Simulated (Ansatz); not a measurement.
Input for Ansatz (development build ahead of 0.2.0):

```yaml
crystal:
  periodic: [false, false, false]
  atoms:
    - { symbol: O, position_ang: [0.00079, 0.04804, -0.13069] }
    - { symbol: H, position_ang: [-0.01383, 0.77373, 0.45602] }
    - { symbol: H, position_ang: [-0.01126, -0.80678, 0.51417] }
basis:
  gaussian: { orbitals: aug-cc-pVDZ }
total_charge: 1
magnetization:
  spin_polarized: true
  initial_magnetization: 1
hamiltonian:
  xc: hf
```

The input is written out in the form of the current development build from the run's settings.

Results

```json
{"Converged": "yes", "Total energy": "-75.62985 hartree", "Spin squared of the determinant": "0.758"}
```
